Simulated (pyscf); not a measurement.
Single points on ωB97X-D3(BJ)/def2-SVP structures (PySCF, gas phase).

Q: Estimate by transition-state theory the rate constant of H₃C–OH (SMILES CO) + SiH₃• (SMILES [SiH3]) → H₃C–O–SiH₃ (SMILES CO[SiH3]) + H• (SMILES [H]) (doublet surface; H–O broken, O–Si formed) at 298 K, with ωB97M-D3(BJ)/def2-TZVP energies (ideal gas, 1 atm, RRHO with modes under 100 cm⁻¹ raised to 100, one conformer, R ln 2 for chiral ones without a mode under 150 cm⁻¹; no tunnelling).

A: The electronic barrier is 20.5 kcal/mol and the thermal terms add +5.8, so ΔG‡ = 26.4 kcal/mol. With k_BT/h = 6.21e+12 s⁻¹ and RT = 0.592 kcal/mol, and a volume of 4.06e-20 cm³ per molecule at 1 atm, k = 1.2e-26 cm³ molecule⁻¹ s⁻¹. Wigner's tunnelling factor for 1796i cm⁻¹ would be 4.13, likely too low at so high a frequency. A shift of 1 kcal/mol in the barrier changes k by a factor 5.4. H₃C–O–SiH₃ lies 23.7 kcal/mol over its isomer H₃C–SiH₂–OH (electronic energy, ωB97M-D3(BJ)/def2-TZVP). This is the saddle that the search found; another between the same sides may lie lower. The angle at the attacked O is 128°.
